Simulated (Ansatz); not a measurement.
Results of LDA (Ansatz, a quantum-chemistry and plane-wave program, PAW) for SnCl2 (Pnma, No. 62).

Numerical settings: plane-wave cutoff 520 eV, 6×8×4 k mesh (along the axes of the cell as run), Fermi–Dirac smearing 0.01 eV, scalar-relativistic PAW data made under PBE.

Cell (measured lattice):

```cif
data_Cl8Sn4
_chemical_formula_sum 'Cl8 Sn4'
_space_group_name_H-M_alt 'Pnma'
_space_group_IT_number 62
_space_group_name_Hall '-P 2ac 2n'
_cell_length_a 7.79300
_cell_length_b 4.43000
_cell_length_c 9.20700
_cell_angle_alpha 90.000
_cell_angle_beta 90.000
_cell_angle_gamma 90.000
loop_
_atom_site_label
_atom_site_type_symbol
_atom_site_symmetry_multiplicity
_atom_site_Wyckoff_symbol
_atom_site_fract_x
_atom_site_fract_y
_atom_site_fract_z
_atom_site_occupancy
Cl1 Cl 4 c 0.02200 0.25000 0.15500 1
Cl2 Cl 4 c 0.14400 0.25000 0.57500 1
Sn1 Sn 4 c 0.23100 0.25000 0.92600 1
```

Problem. What does this level give for the band gap, smallest direct gap on the k points sampled and direct gap at Γ?

Solution. 
- band gap = 2.87 eV
- smallest direct gap on the k points sampled = 3.13 eV
- direct gap at Γ = 3.34 eV

Note: cell and atoms aren't relaxed at this level (largest force component 0.20 eV/Å, pressure -3.1 GPa).

Spin–orbit coupling is not included.

Static lattice: no zero-point or thermal effects.
